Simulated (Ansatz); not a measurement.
System: fcc Rh. Method: B3LYP (VWN-RPA form) (Ansatz, a quantum-chemistry and plane-wave program, PAW).

Settings: plane-wave cutoff 460 eV, 14×14×14 k mesh, Fermi–Dirac smearing 0.05 eV, no spin polarisation, scalar-relativistic PAW data made under PBE.

A third-order Birch–Murnaghan fit to the energies gives V0 = 14.208 Å³/atom, B0 = 246 GPa, B′ = 5.2.

| V (Å³/atom) | P (GPa) |
|---|---|
| 13.573 | (withheld) |
| 13.852 | (withheld) |
| 14.117 | (withheld) |
| 14.563 | -5.69 |
| 14.918 | (withheld) |

Q: Estimate the withheld pressures from this fit; the answers are the runs' own values.

A: 
- 13.573, P (GPa): 12.71
- 13.852, P (GPa): 6.67
- 14.117, P (GPa): 1.61
- 14.918, P (GPa): -10.59

The formula P = (3/2) B0 (x^(7/3) − x^(5/3)) [1 + (3/4)(B′ − 4)(x^(2/3) − 1)] with x = V0/V meets the computed pressures within 0.05 GPa when these rounded values are put in.

Measured, for comparison: bulk modulus 271 GPa (corrected for temperature and zero-point phonon effects, our sources range from 271 to 289; as tabulated in Levämäki et al. (2014), arXiv:1402.3671); equilibrium volume per atom 13.65 Å³/atom (static lattice: zero-point anharmonic expansion removed; as tabulated in Mejia-Rodriguez and Trickey (2018), arXiv:1807.09216). Computed (rounded) less measured: bulk modulus -9 % (-9 % to -15 % over the range), equilibrium volume per atom +4.1 %.

The computed numbers hold no vibrational or temperature effects.
